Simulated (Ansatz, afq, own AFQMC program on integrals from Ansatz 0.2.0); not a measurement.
## Al$_{2}$H$_{2}$, singlet, reference energies and how methods fare

```xyz
4

Al    0.0000   -0.1535    1.3084
Al    0.0000    0.1535   -1.3084
H     0.0000    1.1439    2.2825
H     0.0000   -1.1439   -2.2825
```

Geometry: a PBE0/def2-TZVP stationary point, not shown to be a minimum. Basis cc-pVDZ. Only valence electrons are correlated. Ansatz 0.2.0 and our own AFQMC program on the same integrals; the CISD trial comes from CCSD amplitudes, and released means the phaseless constraint is let go. ± is one standard error of the sampling.

Best estimates are CCSD(T) at the basis-set limit (def2-TZVPP/QZVPP) plus the step from CCSD(T) to the highest rung at hand in cc-pVDZ, named in the table (released AFQMC can keep some 10 meV of bias). No zero-point, core-correlation or spin–orbit terms. Where CCSD(T) in the larger sets was too dear, only MP2 was extrapolated. Other levels are in cc-pVDZ; a dash marks a level that is missing or breaks spin symmetry for a member.

Cautions: Al₂H₂ (singlet): restricted determinant unstable towards unrestricted (UHF 377 meV lower, ⟨S²⟩ 0.73), strong correlation (T1 0.024, weight of the determinant 0.83, largest double 0.21); Al₂H₂ (triplet): another spin lies lower, a spin-contaminated unrestricted determinant lies lower (UHF 316 meV lower, ⟨S²⟩ 2.15), the search met a lower determinant of the same kind, perhaps of another symmetry (246 meV lower), and this one is a saddle point, the released energies are still falling, so no released level is given (meV from the phaseless value at times in 1/Eh: -12 ± 12 at 0.24, -16 ± 11 at 0.51, -36 ± 10 at 0.99, -53 ± 9 at 1.62, -57 ± 11 at 2.40), though the last usable value meets CCSDT(Q) within the noise, its ph-AFQMC/CISD value lies 52 ± 9 meV above CCSDT(Q); row 1: core correlation is missing, and it shifts such a gap most where an s electron is promoted.

| process | CCSD(T) (kJ/mol) |
| --- | --- |
| to charge +0, triplet (vertical) | 76 |
| to free atoms | 620 |

(1) From these values, estimate the best estimates.

(1) 
```json
{"process": "to charge +0, triplet (vertical)", "best estimate (kJ/mol)": "101", "highest rung": "CCSDT(Q)"}
{"process": "to free atoms", "best estimate (kJ/mol)": "693", "highest rung": "CCSDT(Q)"}
```

Errors against the best estimates in kJ/mol, in the same order:

| level | error, 1 | error, 2 |
| --- | --- | --- |
| MP2 | -46 | -100 |
| CCSD(T) | -25 | -73 |
| ph-AFQMC/CISD | -22 ± 1 | -71 ± 0.9 |
| CCSD(T)/CBS | 1 | -3 |

Cost at the first geometry: PBE0/cc-pVDZ, 7.5 s on 1 thread of Arm Neoverse V1, with other jobs on the host; RCCSD(T)/cc-pVDZ, 0.69 s on 1 thread of Arm Neoverse V1, with other jobs on the host; CCSD(T)/def2-QZVPP, 24 s on 1 thread of Arm Neoverse V1, on a shared host; CCSDT(Q), 3.1 s on 1 thread of Arm Neoverse V1, on a shared host; ph-AFQMC/CISD with release, 110 s on 1 thread of Arm Neoverse V1 (shared host).

Best estimates are given only where the step beyond CCSD(T) is under 0.3 eV and no member's determinant is very poor (T1 over 0.05, or 0.07 for open shells, ⟨S²⟩ too high by 0.3, two states mixed), so the hardest cases are missing from such tables.

The functionals ran in a triple-zeta set and keep a basis error of their own, a few kJ/mol for each bond in atomization energies and more for double hybrids, so close places among them and the extrapolated levels can swap.

CCSDT and higher add their correlation energy to the determinant of the CCSD(T) run, since their own runs factorise the integrals more tightly (a shift of under 2 meV). Where the cautions show a poor determinant, the low rows tell how each method copes with it, not its usual error. Each member of a difference takes its own highest rung, so a best estimate needn't equal the limit plus the step of one row. A walk keeps the symmetry of its determinant, which the program's search chose and which needn't be the lowest solution, so a lower state of the same spin and another symmetry isn't excluded.
